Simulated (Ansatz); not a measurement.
`BBC`, charge 0, multiplicity 1.

Task: Give a relaxed structure at PBE0-D4/def2-TZVP (Ansatz 0.2.0). (Best estimate.)

Result: The calculation gave: 
Cartesian coordinates in Å:
```
B -0.6399 -1.0817 -1.0148
B -0.2077 0.3478 -0.3404
C 0.5756 0.5855 0.9920
H 0.0721 -1.6741 -1.7795
H -1.7101 -1.5860 -0.8064
H -0.5076 1.3383 -0.9666
H 0.7337 -0.2896 1.6232
H 1.5633 0.9758 0.7059
H 0.1207 1.3840 1.5867
```
This is one stationary point; other conformers may exist.
